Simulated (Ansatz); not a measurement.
## Cl–Ga–PH⁺, doublet in cc-pVDZ: errors against UCCSDT(Q)

Geometry: that of the Cl–Ga–PH, singlet, kept fixed.

```xyz
4

Cl    0.0000   -0.3123    2.6196
Ga    0.0000   -0.3244    0.5082
P     0.0000   -0.3965   -1.6263
H     0.0000    1.0333   -1.5016
```

Basis cc-pVDZ; Ansatz 0.2.0. Correlated methods freeze the noble-gas cores and the filled d shells of p-block atoms, which leaves 15 electrons in 44 orbitals. Prefix R: restricted or restricted open-shell reference; prefix U: unrestricted. No spin–orbit coupling is included, and no scalar relativity.

Full CI isn't at hand for all of this; UCCSDT(Q) serves as the reference, and is uncertain by about the last step of the cluster series.

- UHF ⟨S²⟩: 0.762
- T1 diagnostic (RCCSD): 0.0181
- largest doubles amplitude (RCCSD): 0.053
- T1 diagnostic (UCCSD): 0.0167

From what is known of these methods and the diagnostics, rank them by the size of their error in total energy against UCCSDT(Q) in cc-pVDZ, smallest first (an estimate: the text doesn't fix the numbers).
A. UMP2
B. UCCSD(T)
C. UCCSD
D. UCCSDT
E. UHF

D (2.1 kJ/mol), B (5.5 kJ/mol), C (30.2 kJ/mol), A (124.7 kJ/mol), E (834.2 kJ/mol).

All errors are against UCCSDT(Q) in cc-pVDZ. Within each family the higher level lies nearer, as is usual though not guaranteed.
